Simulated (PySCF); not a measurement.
Gas-phase reaction: 4 CH₃SiH₂ + Si → C₄H₁₀ (isobutane) + 5 SiH₂

Method: PySCF energies plus ideal-gas RRHO corrections (1 bar). † marks an energy on the PBE0/def2-TZVP geometry and frequencies; other levels use their own. MP2 and CCSD(T) freeze the core. 6-31G* has spherical d functions here. Open shells (unrestricted): CH₃SiH₂ (multiplicity 2), Si (multiplicity 3, electronic degeneracy 9); the rest are closed-shell singlets. Spin-orbit splitting is ignored; it lowers the true energy and changes the entropy of Si. B3LYP is the form with VWN-RPA correlation. CH₃SiH₂: computed as isolated molecules; such fragments, hydroxides, amides, oligomers or adducts are transient or little studied in the gas. MP2 isn't extrapolated to the basis-set limit; its ΔH°(298 K) is 245.9 kJ in def2-SVP and 258.6 kJ in def2-TZVPP. CCSD(T) isn't extrapolated to the basis-set limit. The harmonic model lacks anharmonicity and excited electronic states, which grow with temperature; levels with a mode under 35 cm⁻¹ are left out. Internal rotation in CH₃SiH₂, C₄H₁₀ (isobutane) is treated as a harmonic vibration of one conformer, which makes the entropy rough.

```csv
level,"ΔE electronic, kJ","ΔH°(298 K), kJ","ΔS°(298 K), J/K","ΔG°(1600 K), kJ"
B3LYP/6-31G*,215,182,89,64
CCSD(T)/def2-SVP†,192,161,90,42
HF/def2-TZVP†,406,375,90,256
MP2/def2-SVP†,278,246,90,127
PBE/def2-SVP,267,235,88,120
r2SCAN/def2-TZVP†,375,343,90,225
LDA/def2-TZVP†,264,233,90,114
```
ΔH° is lowest at CCSD(T)/def2-SVP† and highest at HF/def2-TZVP†. No reference value is set beside these.
